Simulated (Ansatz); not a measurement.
A calculation with Ansatz (development build ahead of 0.2.0).

```yaml
crystal:
  periodic: [false, false, false]
  atoms:
    - { symbol: C, position_ang: [-0.07987, -0.02942, 0.01709] }
    - { symbol: H, position_ang: [1.09079, 0.04699, -0.06775] }
    - { symbol: H, position_ang: [-0.54209, 0.98929, 0.05175] }
    - { symbol: H, position_ang: [-0.53, -0.9211, -0.00595] }
basis:
  gaussian: { orbitals: aug-cc-pVDZ }
magnetization:
  spin_polarized: true
  initial_magnetization: 1
hamiltonian:
  xc: hf
correlation:
  method: mp2
  frozen_orbitals: { C: 1, H: 0 }
```

The input is written out in the form of the current development build from the run's settings.

Results

```
Converged                       : yes
Reference energy                : -39.55204 hartree
Correlation energy              : -0.13295 hartree
Total energy                    : -39.68499 hartree
Spin squared of the determinant : 0.763
```
